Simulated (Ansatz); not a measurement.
Start from `BC#C` and change one atom or group to get `C#CS`.

Ansatz, PBE0-D4/def2-TZVP geometries, multiplicity 1. Each molecule was computed in one conformer, which needn't be the lowest.

| property | `BC#C` |
| --- | --- |
| HOMO energy (ωB97M-V/def2-TZVPP) / eV | -10.32 |
| size of the dipole moment (PBE/def2-TZVPP) / D | 1.06 |
| HOMO–LUMO gap (PBE/def2-TZVPP) / eV | 3.50 |
| HOMO–LUMO gap (PBE0/def2-TZVPP) / eV | 5.69 |
| HOMO energy (B3LYP/def2-TZVPP) / eV | -7.87 |
| LUMO energy (PBE/def2-TZVPP) / eV | -3.38 |

(1) Give the same properties after the change, and the shifts. (An estimate is asked.)

Answers

(1) Computed: 
```csv
property,`C#CS`,shift
HOMO energy (ωB97M-V/def2-TZVPP) / eV,-9.09,1.23
size of the dipole moment (PBE/def2-TZVPP) / D,0.81,-0.25
HOMO–LUMO gap (PBE/def2-TZVPP) / eV,4.52,1.02
HOMO–LUMO gap (PBE0/def2-TZVPP) / eV,6.66,0.97
HOMO energy (B3LYP/def2-TZVPP) / eV,-6.74,1.13
LUMO energy (PBE/def2-TZVPP) / eV,-1.30,2.08
```

With PBE0 the HOMO rises by 1.12 eV and the LUMO rises by 2.09 eV, so the gap widens by about 0.97 eV. PBE moves the HOMO by 1.05 eV and ωB97M-V by 1.23 eV. Dipoles are sizes alone; their direction can turn.

B3LYP here is the variant with VWN-RPA as its local correlation; programs differ in this.
